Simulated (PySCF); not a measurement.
These are PBE0-D4/def2-TZVP in PySCF values and carry that method's errors. All species are isolated molecules in the gas phase. Excitations are Tamm–Dancoff values on a coarser integration grid. The basis has no diffuse functions, so Rydberg states are missing or too high.

Reference species (SMILES): `N#N` (neutral, multiplicity 1).

```yaml
S1 oscillator strength: 0.000
HOMO: -12.18 eV
S1 excitation (TDA): 9.59 eV
```

Changed species: `[Si-]#[S+]`.

### Question
Predict the effect on the S1 oscillator strength, HOMO and S1 excitation (TDA).

### Answer
the S1 oscillator strength hardly moves; the HOMO rises by 4.15 eV, to -8.03 eV; the S1 excitation (TDA) falls by 5.43 eV, to 4.16 eV.
